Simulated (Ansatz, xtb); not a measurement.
**A geometry optimisation of C4H3F+ with r2SCAN-D4/def2-SVP**

The starting geometry of this gas-phase doublet was built from a drawn formula by distance geometry and a force field; its bonds are those of `[CH+]=C[C]=CF`.

| atom | x (Å) | y (Å) | z (Å) |
| --- | --- | --- | --- |
| C | 0.2808 | 1.3180 | 2.1349 |
| C | 0.2165 | 0.5418 | 1.1114 |
| C | 1.3247 | -0.2189 | 0.7386 |
| C | 2.4043 | -0.8651 | 0.3674 |
| F | 2.3587 | -1.7433 | -0.6957 |
| H | 0.3656 | 1.9805 | 2.9986 |
| H | -0.6866 | 0.3744 | 0.5675 |
| H | 3.4027 | -0.8630 | 0.8523 |

Problem. Predict what becomes of its bonds when it is optimised with r2SCAN-D4/def2-SVP.

Solution. A new bond forms, giving a structure given below by its coordinates. Contacts that close: C1–C3 (2.32 → 1.39 Å).

The energy falls by 3.26 eV over 18 steps:

| step | E − E(last) (eV) |
| --- | --- |
| 1 | 3.263 |
| 3 | 2.975 |
| 5 | 2.650 |
| 7 | 2.163 |
| 9 | 1.070 |
| 10 | 0.689 |
| 12 | 0.255 |
| 14 | 0.015 |
| 16 | 0.000 |
| 18 | 0.000 |

Final geometry (Å):

```yaml
atoms:
  - { symbol: C, position_ang: [0.7145, 0.9742, 1.8811] }
  - { symbol: C, position_ang: [-0.0426, 0.4655, 0.8829] }
  - { symbol: C, position_ang: [1.2782, 0.0420, 1.0149] }
  - { symbol: C, position_ang: [2.3583, -0.7422, 0.5853] }
  - { symbol: F, position_ang: [2.1899, -1.5111, -0.4417] }
  - { symbol: H, position_ang: [0.8175, 1.6364, 2.7448] }
  - { symbol: H, position_ang: [-0.9958, 0.4147, 0.3504] }
  - { symbol: H, position_ang: [3.3469, -0.7552, 1.0570] }
```

From the same start GFN2-xTB reaches the same bonding as this run.

No frequencies were run, so the end isn't proven a minimum. Open shells are spin-unrestricted. Run with Ansatz 0.2.0, 40 s on 2 threads of Intel(R) Xeon(R) 6975P-C (Granite Rapids) (shared host).
